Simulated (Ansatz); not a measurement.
# CHFSi (SMILES C#[Si]F): one structure at several levels

Aim: energy, forces and dipole at a structure displaced at random from a GFN2-xTB minimum, from CCSD(T) and from density functionals.

Computed with Ansatz 0.2.0, Gaussian basis. Level: single points in def2-TZVPP.

Cores are frozen in the correlated methods. B3LYP uses VWN-RPA correlation.

## Step 1: The starting structure

SMILES `C#[Si]F`, 4 atoms, charge 0, spin multiplicity 1.

Atoms are counted from 1 here; the program's logs count them from 0.

Bond lengths: C1–Si2 1.721 Å, C1–H4 1.142 Å, Si2–F3 1.641 Å. Angles: Si2–C1–H4 113.5°, C1–Si2–F3 163.0°.

Coordinates:

```
C     0.3675    1.0318    0.2833
Si   -0.0331   -0.6147   -0.0202
F    -0.1879   -2.2431    0.1149
H    -0.1305    1.7620   -0.4397
```

## Step 2: CCSD(T)/def2-TZVPP

Contents of run/in.yaml:

```yaml
crystal:
  periodic: [false, false, false]
  atoms:
    - {symbol: C, position_ang: [0.367500, 1.031800, 0.283300]}
    - {symbol: Si, position_ang: [-0.033100, -0.614700, -0.020200]}
    - {symbol: F, position_ang: [-0.187900, -2.243100, 0.114900]}
    - {symbol: H, position_ang: [-0.130500, 1.762000, -0.439700]}
basis:
  gaussian: {orbitals: def2-TZVPP}
correlation: {method: ccsd_t}
output: {forces: true}
```

No record of the launch command was kept for these runs.

## Step 3: PBE0-D4/def2-TZVPP

run/in.yaml: that of step 2 with these lines changed.

```diff
@@ -9,3 +9,3 @@
   gaussian: {orbitals: def2-TZVPP}
-correlation: {method: ccsd_t}
-output: {forces: true}
+hamiltonian: {xc: pbe0, dispersion: d4}
+output: {forces: true, orbitals: {seedname: orbitals}}
```

## Step 4: wB97M-V/def2-TZVPP

run/in.yaml: that of step 3 with these lines changed.

```diff
@@ -9,3 +9,3 @@
   gaussian: {orbitals: def2-TZVPP}
-hamiltonian: {xc: pbe0, dispersion: d4}
-output: {forces: true, orbitals: {seedname: orbitals}}
+hamiltonian: {xc: {name: wB97M-V}}
+output: {forces: true}
```

## Step 5: r2SCAN-D4/def2-TZVPP

run/in.yaml: that of step 4 with these lines changed.

```diff
@@ -9,3 +9,3 @@
   gaussian: {orbitals: def2-TZVPP}
-hamiltonian: {xc: {name: wB97M-V}}
+hamiltonian: {xc: r2scan, dispersion: d4}
 output: {forces: true}
```

## Step 6: PBE-D4/def2-TZVPP

run/in.yaml: that of step 5 with these lines changed.

```diff
@@ -9,3 +9,3 @@
   gaussian: {orbitals: def2-TZVPP}
-hamiltonian: {xc: r2scan, dispersion: d4}
+hamiltonian: {xc: pbe, dispersion: d4}
 output: {forces: true}
```

## Step 7: BHLYP-D4/def2-TZVPP

run/in.yaml: that of step 6 with these lines changed.

```diff
@@ -9,3 +9,3 @@
   gaussian: {orbitals: def2-TZVPP}
-hamiltonian: {xc: pbe, dispersion: d4}
+hamiltonian: {xc: {name: BHLYP}, dispersion: d4}
 output: {forces: true}
```

## Step 8: B3LYP-D4/def2-TZVPP

run/in.yaml: that of step 7 with these lines changed.

```diff
@@ -9,3 +9,3 @@
   gaussian: {orbitals: def2-TZVPP}
-hamiltonian: {xc: {name: BHLYP}, dispersion: d4}
+hamiltonian: {xc: {name: B3LYP}, dispersion: d4}
 output: {forces: true}
```

(Steps that only read results are left out.)

What does the calculation give? Wanted: energy less free atoms, CCSD(T)/def2-TZVPP; RMS force component; RMS force error; HOMO and LUMO, PBE0-D4; T1 diagnostic.

As calculated:

| quantity | value |
| --- | --- |
| energy less free atoms, CCSD(T)/def2-TZVPP | -1262.6 kJ/mol |
| RMS force component | 0.594 to 0.982 eV/Å over the methods |
| RMS force error | PBE0-D4 0.274, wB97M-V 0.310, r2SCAN-D4 0.247, PBE-D4 0.335, BHLYP-D4 0.349, B3LYP-D4 0.225 eV/Å |
| HOMO and LUMO, PBE0-D4 | -6.82 and -3.22 eV |
| T1 diagnostic | 0.025 |

**Reading.** Against CCSD(T) the functionals' energies less atoms differ by -97.5 to +91.1 kJ/mol, PBE-D4 by -97.5 kJ/mol. CCSD(T) in triple zeta still lacks some correlation energy of the bonds, so part of these gaps is its own basis error and they don't rank the functionals. For forces B3LYP-D4 does best and BHLYP-D4 worst. The T1 diagnostic is large here, over the usual mark for main-group molecules (transition-metal compounds often pass it harmlessly), so CCSD(T) itself may be off. The restricted Hartree–Fock reference is unstable towards an unrestricted one at one or more of these structures.
